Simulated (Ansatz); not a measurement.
**C2H4ClF (1-chloro-2-fluoroethane) at PBE/6-311+G(d,p)**

What is the vertical ionisation energy of C2H4ClF (1-chloro-2-fluoroethane) at PBE/6-311+G**? 

The calculation is run with Ansatz 0.2.0.

37 further runs of the same task are left out: 37 set aside as unsound or not needed.

**1. Starting point**

C2H4ClF has 8 atoms, charge 0, and is taken as a singlet. SMILES: `FCCCl`. The shape is that of a PBE0-D4/def2-TZVP optimisation. This is one conformer, not always the lowest.

Bond lengths: F1–C2 1.375 Å, C2–C3 1.501 Å, C3–Cl4 1.778 Å, C2–H5 1.093 Å, C2–H6 1.096 Å, C3–H7 1.090 Å, C3–H8 1.091 Å. Some angles: F1–C2–C3 110.9°, C2–C3–Cl4 112.2°, F1–C2–H5 108.3°, F1–C2–H6 108.0°, C3–C2–H5 111.2°, C3–C2–H6 109.0°, C2–C3–H7 110.7°, C2–C3–H8 109.7°, Cl4–C3–H7 107.4°, Cl4–C3–H8 107.5°.

**2. A single-point energy at PBE/6-311+G(d,p)**

job.yaml reads:

```yaml
crystal:
  periodic: [false, false, false]
  atoms:
    - {symbol: F, position_ang: [-1.336980, 0.498150, 1.030500]}
    - {symbol: C, position_ang: [-0.143560, 0.671020, 0.368890]}
    - {symbol: C, position_ang: [0.300450, -0.609920, -0.275720]}
    - {symbol: Cl, position_ang: [-0.759330, -1.087620, -1.620890]}
    - {symbol: H, position_ang: [-0.273910, 1.462220, -0.374180]}
    - {symbol: H, position_ang: [0.609620, 0.981160, 1.102570]}
    - {symbol: H, position_ang: [0.296790, -1.425630, 0.446820]}
    - {symbol: H, position_ang: [1.306920, -0.489380, -0.677980]}
basis:
  gaussian:
    orbitals: 6-311+G_st__st_-spherical.json
hamiltonian:
  xc: {name: PBE}
accuracy: high
output:
  orbitals: {seedname: orbitals}
```

The basis set 6-311+G** is read from a file made from the Basis Set Exchange's data (not shown).

Command:

```sh
$ ansatz run job.yaml --threads 1 --pin off --max-ram 3480MiB --events-out events.jsonl --progress --plain --runs-dir runs
```

Output:

```text
Warning: RAYON_NUM_THREADS=1 ignored (pool sized by the plan → 1); use --threads N
Functional definition: PBE
  name "PBE"
  parameter kappa = 0.804
  parameter beta = 0.06672455060314922
  exchange = pbe_x(kappa = kappa, mu = beta*pi^2/3)
  correlation = pbe_c(beta = beta)
2284 factors; integrals over basis functions are off by at most 4.6e-9 eV
mean field evaluation 1: about -17361.7385 eV, gradient 5.9e1 eV
mean field evaluation 2: about -17348.9941 eV, gradient 8.9e1 eV
mean field evaluation 4: about -17369.8226 eV, gradient 4.3e0 eV
mean field evaluation 8: about -17369.8570 eV, gradient 4.0e-1 eV
mean field evaluation 16: about -17369.8573 eV, gradient 8.8e-6 eV
mean field -17369.85730583 eV, -638.3304822771 hartree, gradient 5.5e-8 eV, S^2 0.000000; 0 other end points of the search recorded, 0 dependent functions left out
reference -17369.85731258 eV, -638.3304825251 hartree; 21, 21 occupied and 99, 99 virtual orbitals, 2284 factors
Total energy: -17369.85731258 eV, -638.3304825251 hartree
```

It took 9 s on 1 thread of Arm Neoverse V1, shared host; peak memory 0.33 GiB.

**3. The doublet cation, same level**

run.yaml reads:

```yaml
crystal:
  periodic: [false, false, false]
  atoms:
    - {symbol: F, position_ang: [-1.336980, 0.498150, 1.030500]}
    - {symbol: C, position_ang: [-0.143560, 0.671020, 0.368890]}
    - {symbol: C, position_ang: [0.300450, -0.609920, -0.275720]}
    - {symbol: Cl, position_ang: [-0.759330, -1.087620, -1.620890]}
    - {symbol: H, position_ang: [-0.273910, 1.462220, -0.374180]}
    - {symbol: H, position_ang: [0.609620, 0.981160, 1.102570]}
    - {symbol: H, position_ang: [0.296790, -1.425630, 0.446820]}
    - {symbol: H, position_ang: [1.306920, -0.489380, -0.677980]}
basis:
  gaussian:
    orbitals: 6-311+G_st__st_-spherical.json
total_charge: 1
magnetization:
  spin_polarized: true
  initial_magnetization: 1
hamiltonian:
  xc: pbe
accuracy: high
output: {orbitals: {seedname: orbitals}}
```

The basis set 6-311+G** is read from a file made from the Basis Set Exchange's data (not shown).

Command:

```sh
$ ansatz run run.yaml --threads 1 --pin off --max-ram 3480MiB --events-out events.jsonl --progress --plain --runs-dir runs
```

Output (excerpt; [...] marks lines left out):

```text
Warning: RAYON_NUM_THREADS=1 ignored (pool sized by the plan → 1); use --threads N
[... 6 set-up lines as earlier in the session ...]
2284 factors; integrals over basis functions are off by at most 4.6e-9 eV
mean field evaluation 1: about -17339.7125 eV, gradient 6.6e1 eV
mean field evaluation 2: about -17176.4752 eV, gradient 1.7e2 eV
mean field evaluation 4: about -17356.6654 eV, gradient 2.7e1 eV
mean field evaluation 8: about -17358.9489 eV, gradient 4.3e0 eV
mean field evaluation 16: about -17359.0573 eV, gradient 1.7e-1 eV
mean field evaluation 32: about -17359.0575 eV, gradient 2.1e-7 eV
mean field evaluation 64: about -17358.5509 eV, gradient 8.3e0 eV
mean field -17359.05751999 eV, -637.9335974680 hartree, gradient 4.2e-8 eV, S^2 0.751074; 7 other end points of the search recorded, 0 dependent functions left out
reference -17359.05752691 eV, -637.9335977222 hartree; 21, 20 occupied and 99, 100 virtual orbitals, 2284 factors
Total energy: -17359.05752691 eV, -637.9335977222 hartree
```

It took 24 s on 1 thread of Arm Neoverse V1, shared host; peak memory 0.42 GiB.

**4. Results**

Level: PBE/6-311+G**.

| quantity | value |
| --- | --- |
| singlet C2H4ClF: total energy | -638.33048 Eh |
| singlet C2H4ClF: HOMO energy | -7.24 eV |
| singlet C2H4ClF: LUMO energy | -0.66 eV |
| singlet C2H4ClF: HOMO–LUMO gap | 6.58 eV |
| doublet cation: total energy | -637.93360 Eh |
| doublet cation: HOMO energy (highest over α and β) | -14.36 eV |
| doublet cation: LUMO energy (lowest over α and β) | -14.25 eV |
| doublet cation: ⟨S²⟩ | 0.751 |
| vertical ionisation energy (to the doublet cation) | 10.800 eV |

In words: The vertical ionisation energy comes to 10.80 eV (1042 kJ/mol). −ε(HOMO) before ionisation, 7.24 eV, is 3.56 eV below this ionisation energy.
